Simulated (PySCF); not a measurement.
# CH3S: the cost of one run

Programs: PySCF 2.14.0, with density-fitted response routines of our own. Each step states its level of theory. These are calculated values for one molecule in the gas phase, unless marked as measured. Atoms are numbered from 0 throughout.

### 1 The starting structure

5 atoms, charge -1, multiplicity 1; geometry from: GFN2-xTB. The atoms were then displaced at random by about 0.03 Å, so the start is not that level's minimum.

Bonds of the start (Å): C0–S1 1.73, C0–H2 1.13, C0–H3 1.03, C0–H4 1.18.

### 2 Optimising the geometry at PBE0-D3(BJ)/def2-SVP

The job: settings as JSON, then the geometry in Å.

```
{"job": {"xc": "PBE0", "basis": "def2-SVP", "d3": "d3bj", "grid": 1, "shake": 0.03, "kind": "geom"}, "charge": -1, "multiplicity": 1}
C     -0.065620    -0.083140     0.003140
S      1.657120     0.085010     0.022020
H     -0.516610    -0.656620    -0.859480
H     -0.407910    -0.417640     0.919170
H     -0.574880     0.967620    -0.181340
```

On the command line:

```
> OMP_NUM_THREADS=1 python probes_run.py task.json out
```

One launch serves the whole session: the jobs run in the order shown.

Q: Estimate the wall time and peak memory of this first job on 1 thread of Arm Neoverse N1, shared host.

About 3.9 s, with a peak of 0.25 GiB.
